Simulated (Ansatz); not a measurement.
```csv
atom,x (Å),y (Å),z (Å)
P,0.0000,0.0000,-0.9654
P,0.0000,0.0000,0.9654
```

Basis set: cc-pV(T+d)Z (spherical functions). Frozen core: 10 orbitals. Charge 0, multiplicity 1.

Computed with Ansatz (development build ahead of 0.2.0); free ground-state atoms in the same class of orbitals, no zero-point energy, no relativity.

The atomization energy of singlet P2 from measured heats of formation, zero-point and thermal terms removed is 5.084 eV (G2/97 set, Curtiss et al., J. Chem. Phys. 106, 1063 (1997), as shipped with ASE); it holds spin-orbit and other relativistic effects.

How far do RHF-CCSD(T), UHF-CCSD(T) miss it in this basis?

```csv
method,atomization energy (eV),computed − measured (eV)
RHF-CCSD(T),4.561,-0.523
UHF-CCSD(T),4.476,-0.608
```

Caution for RHF-CCSD(T): an unrestricted determinant lies well below. Caution for UHF-CCSD(T): another reference gives a lower total; the unrestricted determinant is spin contaminated.
